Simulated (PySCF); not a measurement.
C2H3N2P.
Cartesian coordinates in Å at the PBE0-D3(BJ)/def2-SVP level; atoms count from 1:
```
atom  x, y, z in Å
C1     0.9487    0.1644   -0.9740
N2     0.7578    0.9447    0.0692
N3    -0.2477    0.4568    0.7799
C4    -0.8466   -0.6660    0.3430
P5    -0.1271   -1.2366   -1.1232
H6     1.7506    0.4323   -1.6659
H7    -0.5087    0.9623    1.6200
H8    -1.6747   -1.0772    0.9209
```

The closed-shell ground state was solved at several levels (PySCF, density fitting, gas phase, non-relativistic).

```
           level  basis functions  HOMO (eV)  LUMO (eV)  gap (eV)  dipole (D)
   PBE0/IGLO-III              214      -7.03      -0.57      6.46        2.33
    PBE0/cc-pVDZ               89      -6.89      -0.36      6.53        2.48
   PBE0/pcSseg-0               55      -7.42      -0.67      6.75        2.61
PBE0/aug-cc-pVDZ              146      -7.08      -0.69      6.39        2.39
```

Q: Estimate the row for PBE0/cc-pVTZ, a basis of 196 functions; the other rows only guide the guess.

A: HOMO -7.00 eV, LUMO -0.56 eV, gap 6.44 eV, dipole 2.42 D.

Q: Over all these levels, which gives the widest orbital gap and which the narrowest?

A: PBE0/pcSseg-0 has the widest, 6.75 eV, and PBE0/aug-cc-pVDZ the narrowest, 6.39 eV. From the narrowest to the widest the HOMO moves by -0.34 eV and the LUMO by +0.02 eV.

Q: How much does the basis alone move the frontier levels among the 5 PBE0 rows (the withheld one included)?

A: The HOMO by 0.53 eV and the LUMO by 0.33 eV. By rising basis size (HOMO, LUMO in eV): pcSseg-0 -7.42, -0.67; cc-pVDZ -6.89, -0.36; aug-cc-pVDZ -7.08, -0.69; cc-pVTZ -7.00, -0.56; IGLO-III -7.03, -0.57.

Q: How far do the dipole and the HOMO energy spread over the levels?

A: The dipole runs from 2.33 to 2.61 D (mean 2.45 D) and the HOMO from -7.42 to -6.89 eV.
